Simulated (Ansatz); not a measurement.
`C[SiH]F` radical. Charge 0, multiplicity 2. The structure was optimised at the PBE0-D4/def2-TZVP level.

```xyz
7

C     0.756    0.283   -0.125
Si   -0.921   -0.506   -0.318
F    -2.047    0.574    0.078
H     0.886    1.120   -0.813
H     1.538   -0.454   -0.326
H     0.882    0.651    0.898
H    -1.095   -1.667    0.606
```

**Question.** What is the dipole moment at PBE/def2-TZVPP? (Best estimate.)

**Answer.** The calculation gave: 1.68 D, with components (1.66, -0.27, -0.09) D in this frame, pointing from negative to positive charge.

**Question.** And with r2SCAN, B3LYP, ωB97M-V? (Best estimate.)

**Answer.** Ansatz gave: r2SCAN 1.71 D, B3LYP 1.73 D, ωB97M-V 1.72 D.

**Question.** Give the Mulliken charges with PBE, r2SCAN, B3LYP in def2-TZVPP. (Best estimate.)

**Answer.** Computed: 
```json
{"atom": "C1", "PBE": "-0.36", "r2SCAN": "-0.30", "B3LYP": "-0.37"}
{"atom": "Si2", "PBE": "0.38", "r2SCAN": "0.46", "B3LYP": "0.45"}
{"atom": "F3", "PBE": "-0.28", "r2SCAN": "-0.32", "B3LYP": "-0.32"}
{"atom": "H4", "PBE": "0.11", "r2SCAN": "0.08", "B3LYP": "0.11"}
{"atom": "H5", "PBE": "0.11", "r2SCAN": "0.08", "B3LYP": "0.10"}
{"atom": "H6", "PBE": "0.11", "r2SCAN": "0.08", "B3LYP": "0.11"}
{"atom": "H7", "PBE": "-0.07", "r2SCAN": "-0.09", "B3LYP": "-0.08"}
```

B3LYP here is the variant with VWN-RPA as its local correlation; programs differ in this.
